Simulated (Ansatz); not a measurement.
## A cut through the energy surface

CH₃OS (SMILES CS[O-]) (charge -1), closed shell, at its PBE0-D4/def2-TZVPD minimum:

```tsv
atom	x (Å)	y (Å)	z (Å)
C1	-0.2947	0.3554	-0.2833
S2	0.0228	-1.2907	0.4019
O3	1.3777	-1.1440	1.1687
H4	-0.3753	1.1052	0.5149
H5	0.5104	0.6600	-0.9650
H6	-1.2409	0.3141	-0.8372
```

The bond length C1–H4 (1.098 Å at the minimum) is set to the values below, the two halves moving rigidly along the bond. Each method's energies count from its own value at the PBE0-D4 minimum structure. Computed with Ansatz 0.2.0 (basis: def2-TZVPPD); correlated methods freeze the cores. B3LYP uses VWN-RPA correlation.

```tsv
bond length (Å)	CCSD(T) (kJ/mol)	PBE-D4 (kJ/mol)	B3LYP-D4 (kJ/mol)	r2SCAN-D4 (kJ/mol)
0.988	22.4	25.0	21.7	22.5
1.010	13.6	15.8	13.2	13.8
1.043	4.9	6.3	4.7	5.0
1.080	0.5	0.9	0.4	0.5
1.122	0.9	0.2	0.9	0.8
1.167	6.3	4.3	6.3	5.9
1.215	16.4	12.9	16.2	15.5
1.265	30.3	24.9	29.7	28.8
1.318	47.5	40.1	46.4	45.2
```

Minimum and curvature along this coordinate at CCSD(T): A fifth-order fit through the nearest points gives 1.097 Å, with a curvature of about 31 eV/Å².

Q: Treat the two halves as rigid bodies and work out the harmonic wavenumber of this stretch from that curvature (ν̃ = 521.5 √(k/μ) cm⁻¹ with k in eV/Å² and μ in u).

A: The halves weigh 62.09 and 1.01 u, so μ = 62.09 × 1.01/63.10 = 0.994 u and ν̃ = 521.5 √(31/0.994) ≈ 2900 cm⁻¹. A true normal mode mixes in other motions, so this is a guide only.

Largest difference from the CCSD(T) curve over the scan: PBE0-D4 0.2; wB97M-V 2.1; HF 10.3; MP2 3.6 kJ/mol. Each curve counts from its own value at the minimum.

The T1 diagnostic stays at or below 0.019.

For scale, one of the runs: CCSD(T)/def2-TZVPPD, 179 basis functions (an equivalent command: `ansatz run in.yaml --threads 2`). Time: 14 s of wall clock on 2 CPU threads; the host was shared. Peak host memory: 1.8 GiB.
